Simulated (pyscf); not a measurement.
H₃C–Al(F)–F + hydrogen fluoride (HF) -> H₃C–Al(F)–F + hydrogen fluoride (HF) (four-centre exchange; singlet surface; Al–F, F–H broken, Al–F, F–H formed). Optimised with ωB97X-D3(BJ)/def2-SVP in PySCF. Energies in eV from the separated reactants.

```
level                      barrier  reaction energy
----------------------  ----------  ---------------
ωB97X-D3(BJ)/def2-TZVP       -0.48             0.00
PBE/def2-TZVP           (withheld)             0.00
r²SCAN/def2-TZVP             -0.61             0.00
B3LYP-D3(BJ)/def2-TZVP       -0.45             0.00
PBE0-D3(BJ)/def2-TZVP        -0.52             0.00
ωB97M-D3(BJ)/def2-TZVP  (withheld)             0.00
```

### Question
Fill in the missing entries.

### Answer

- PBE/def2-TZVP, barrier: -0.55
- ωB97M-D3(BJ)/def2-TZVP, barrier: -0.46

On the reactant side the descent ends in an adduct with a Al–F contact, 0.63 eV under the separated species and 0.15 eV under the saddle at ωB97X-D3(BJ)/def2-TZVP. On the product side the descent ends in an adduct with a Al–F contact, 0.62 eV under the separated species and 0.15 eV under the saddle at ωB97X-D3(BJ)/def2-TZVP. At ωB97X-D3(BJ)/def2-TZVP, PBE, r²SCAN, B3LYP-D3(BJ), PBE0-D3(BJ), ωB97M-D3(BJ) the saddle lies under the separated reactants, which points to a path from their complex (located at ωB97X-D3(BJ) alone). At ωB97X-D3(BJ)/def2-TZVP, PBE, r²SCAN, B3LYP-D3(BJ), PBE0-D3(BJ), ωB97M-D3(BJ) the saddle lies under the separated products, which points to a path from their complex (located at ωB97X-D3(BJ) alone). What is counted as formed (Al–F) is already present as a longer contact in the reactant adduct; forming that adduct is a step of its own. What is counted as broken (Al–F) persists as a longer contact in the product adduct; parting that adduct is a step of its own. One saddle was located; it need not be the lowest between these sides.
